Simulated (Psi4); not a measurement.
# HF/3-21G run of BPH4Cl− (SMILES P[BH2-]Cl)

Aim: the energy change on altering one bond length of BPH4Cl− at HF/3-21G, from 2 runs. 

Program for the calculation: Psi4 1.11.

3 further runs of the same task are left out: 3 that didn't finish.

## Step 1: The system as given

BPH4Cl− has 7 atoms, charge -1, and is taken as a singlet. As SMILES, `P[BH2-]Cl`. Geometry: relaxed at GFN2-xTB. This is one conformer, not always the lowest.

Bond lengths: P1–B2 1.984 Å, B2–Cl3 1.855 Å, P1–H4 1.383 Å, P1–H5 1.384 Å, B2–H6 1.199 Å, B2–H7 1.201 Å. Angles: P1–B2–Cl3 106.9°, P1–B2–H6 110.8°, P1–B2–H7 108.7°, Cl3–B2–H6 108.2°, Cl3–B2–H7 108.1°, B2–P1–H4 98.3°, B2–P1–H5 96.7°, H6–B2–H7 113.9°, H4–P1–H5 91.2°.

## Step 2: A single-point energy at HF/3-21G

calc.in

```
memory 1.6 GB

molecule mol {
  -1 1
  P     -2.37139842     0.57302165    -0.21448392
  B      1.20050521    -0.05824136     0.73604833
  Cl     1.25638441    -3.05194549     2.55944506
  H     -2.57637701    -1.20953810    -2.11522714
  H     -1.89218277     2.46180291    -1.96023181
  H      2.48653943    -0.32858558    -1.10925034
  H      1.89652914     1.61344817     2.10369981
  units au
  symmetry c1
  no_reorient
  no_com
}

set globals {
  basis 3-21G
  puream true
  e_convergence 1e-09
  d_convergence 1e-08
  scf_type pk
}

energy_value = energy('hf')
print_variables()
```

Run with:

```sh
$ psi4 calc.in calc.out -n 1
```

calc.out:

```text
[...]
  Running in c1 symmetry.
[...]
  Nuclear repulsion =  125.231616756061612
[...]
  Multiplicity = 1
[...]
  Nalpha       = 21
  Nbeta        = 21
[...]
    Number of basis functions: 43
[...]
   @RHF iter   1:  -823.15765235526112   -5.26349e-01   5.61341e-03 ADIIS/DIIS
[...]
   @RHF iter  10:  -823.20839255535520   -4.20641e-12   8.45968e-09 DIIS
[...]
    Orbital Energies [Eh]
    ---------------------
    Doubly Occupied:
       1A   -103.860788     2A    -79.160723     3A    -10.255784
       4A     -7.719443     5A     -7.716254     6A     -7.716111
       7A     -7.354593     8A     -7.236483     9A     -5.121201
      10A     -5.120446    11A     -5.118132    12A     -0.870660
      13A     -0.674922    14A     -0.477397    15A     -0.346526
      16A     -0.324474    17A     -0.285592    18A     -0.268428
      19A     -0.215537    20A     -0.195054    21A     -0.150967
[...]
  @RHF Final Energy:  -823.20839255535520
   => Energetics <=
    Nuclear Repulsion Energy =            125.2316167560616123
    One-Electron Energy =               -1396.5009883870211524
    Two-Electron Energy =                 448.0609790756043367
    Total Energy =                       -823.2083925553552035
[...]
 Multipole Moments:
 ------------------------------------------------------------------------------------
     Multipole            Electronic (a.u.)      Nuclear  (a.u.)        Total (a.u.)
 ------------------------------------------------------------------------------------
 L = 1.  Multiply by 2.5417464519 to convert [e a0] to [Debye]
 Dipole X            :          8.2427731           -8.2954065           -0.0526334
 Dipole Y            :         42.0741863          -41.0418280            1.0323583
 Dipole Z            :        -42.2843533           40.8925394           -1.3918139
 Magnitude           :                                                    1.7336897
[...]
```

It took 3.3 s on 1 thread of AMD EPYC 7R43 (Zen 3), shared host; peak memory 0.18 GiB.

## Step 3: The distorted shape: energy and gradient at HF/3-21G

calc.in

```
memory 1600 mb

molecule {
  -1 1
  P     -4.15733133     0.88864938    -0.68974437
  B      1.20050521    -0.05824136     0.73604833
  Cl     1.25638441    -3.05194549     2.55944506
  H     -4.36230993    -0.89391038    -2.59048759
  H     -3.67811569     2.77743064    -2.43549226
  H      2.48653943    -0.32858558    -1.10925034
  H      1.89652914     1.61344817     2.10369981
  units au
  symmetry c1
}

set basis 3-21G
set puream true
set e_convergence 1e-09
set d_convergence 1e-08
set scf_type pk

energy_value, wavefunction = gradient('hf', return_wfn=True)
oeprop(wavefunction, 'DIPOLE', 'QUADRUPOLE', 'MAYER_INDICES', title='HF')
print_variables()
```

Run with:

```sh
$ psi4 calc.in calc.out -n 1
```

calc.out:

```text
[...]
  Running in c1 symmetry.
[...]
  Nuclear repulsion =  105.984318363218549
[...]
  Multiplicity = 1
[...]
  Nalpha       = 21
  Nbeta        = 21
[...]
    Number of basis functions: 43
[...]
   @RHF iter   1:  -823.11464949424044   -9.74843e-01   5.43735e-03 ADIIS/DIIS
[...]
   @RHF iter  10:  -823.16117778025819   -5.57066e-12   7.41266e-09 DIIS
[...]
    Orbital Energies [Eh]
    ---------------------
    Doubly Occupied:
       1A   -103.903016     2A    -79.153639     3A    -10.298414
       4A     -7.761984     5A     -7.758668     6A     -7.758467
       7A     -7.451851     8A     -7.222400     9A     -5.107988
      10A     -5.106526    11A     -5.103879    12A     -0.909160
      13A     -0.626721    14A     -0.520361    15A     -0.361479
      16A     -0.326678    17A     -0.311626    18A     -0.287629
      19A     -0.247166    20A     -0.197405    21A     -0.100097
[...]
  @RHF Final Energy:  -823.16117778025819
   => Energetics <=
    Nuclear Repulsion Energy =            105.9843183632185486
    One-Electron Energy =               -1357.2606812569206340
    Two-Electron Energy =                 428.1151851134438857
    Total Energy =                       -823.1611777802581855
[...]
  -Total Gradient:
     Atom            X                  Y                   Z
    ------   -----------------  -----------------  -----------------
       1       -0.028085921397     0.003642607230    -0.037347068217
       2       -0.007868925715    -0.017204575786     0.006598603871
       3        0.006681057372     0.022711340162    -0.011966758165
       4        0.001233666041     0.021398923151     0.015472503008
       5       -0.004930197490    -0.022011811151     0.014371752240
       6        0.016332324914    -0.004014555167     0.007071139918
       7        0.016637996264    -0.004521928429     0.005799827342
[...]
 Multipole Moments:
 ------------------------------------------------------------------------------------
     Multipole            Electronic (a.u.)      Nuclear  (a.u.)        Total (a.u.)
 ------------------------------------------------------------------------------------
 L = 1.  Multiply by 2.5417464519 to convert [e a0] to [Debye]
 Dipole X            :          1.3749651           -0.5319755            0.8429896
 Dipole Y            :         -3.5022313            3.1281266           -0.3741047
 Dipole Z            :          3.7808271           -3.7285878            0.0522393
 Magnitude           :                                                    0.9237504
 L = 2.  Multiply by 1.3450342976 to convert [e a0^2] to [Debye ang]
 Quadrupole XX       :       -339.6019160          299.1900277          -40.4118883
 Quadrupole XY       :        164.1404667         -158.7014585            5.4390082
[...]
```

Wall time 3.3 s (1 thread of AMD EPYC 7R43 (Zen 3), shared host); peak memory 0.17 GiB.

## Step 4: Results

Level: HF/3-21G.

| quantity | value |
| --- | --- |
| first shape: total energy | -823.20839 Eh |
| first shape: HOMO energy | -4.11 eV |
| first shape: LUMO energy | 10.20 eV |
| first shape: HOMO–LUMO gap (to an unbound level, set by the basis) | 14.31 eV |
| distorted shape: total energy | -823.16118 Eh |
| distorted shape: HOMO energy | -2.72 eV |
| distorted shape: LUMO energy | 7.59 eV |
| distorted shape: HOMO–LUMO gap (to an unbound level, set by the basis) | 10.32 eV |
| distorted shape: largest force on an atom | 2.410 eV/Å |
| energy change with the P1–B2 bond stretched from 1.984 to 2.976 Å | 1.285 eV |

In words: With the P1–B2 bond stretched from 1.984 to 2.976 Å the energy rises by 1.28 eV (124 kJ/mol). The first shape isn't relaxed at this level, so the change isn't measured from a minimum.
